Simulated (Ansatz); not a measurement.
**Worked example: correlation energy of [NH₂···H···OH], doublet**

Geometry: a point of a hydrogen-transfer path between rigid fragments, not a stationary point.

```xyz
6

N    -1.1789    0.0111   -0.0261
H    -1.4761    0.9789   -0.0261
H    -1.4761   -0.3912    0.8542
H    -0.1219    0.0111   -0.0261
O     1.1381    0.0111   -0.0261
H     1.3900   -0.9289   -0.0261
```

Basis cc-pVDZ; Ansatz 0.2.0. Correlated methods freeze the noble-gas cores, which leaves 15 electrons in 46 orbitals. Prefix R: restricted or restricted open-shell reference; prefix U: unrestricted.

Full CI isn't at hand for all of this; UCCSDT(Q) serves as the reference, and is uncertain by about the last step of the cluster series.

Runs differ by some tens of microhartree through their thresholds and, for an open shell, their frozen cores, so steps under 0.03 kcal/mol mean nothing.

| level | total energy (hartree) |
| --- | --- |
| UHF | -131.546878 |
| UMP2 | -131.901834 |
| UCCSD | -131.932932 |
| UCCSD(T) | -131.940886 |
| UCCSDT | -131.941614 |
| UCCSDT(Q) | -131.942459 |

Task: What is the correlation energy at UCCSDT(Q), and what share of it do UMP2 and UCCSDT recover?

Result: E(corr) = -131.942459 − (-131.546878) = -0.395581 hartree = -10.764 eV. UMP2: -0.354956 / -0.395581 = 89.73 %. UCCSDT: -0.394736 / -0.395581 = 99.79 %.

Task: By how many kcal/mol does UCCSD(T) miss UCCSDT(Q) (1 hartree = 627.509 kcal/mol), and which steps make up the rest?

Result: -131.940886 − (-131.942459) = 0.001573 hartree = 0.99 kcal/mol. Steps: UCCSDT − UCCSD(T) = -0.46, UCCSDT(Q) − UCCSDT = -0.53 kcal/mol. Differences between like states or geometries often cancel part of this.
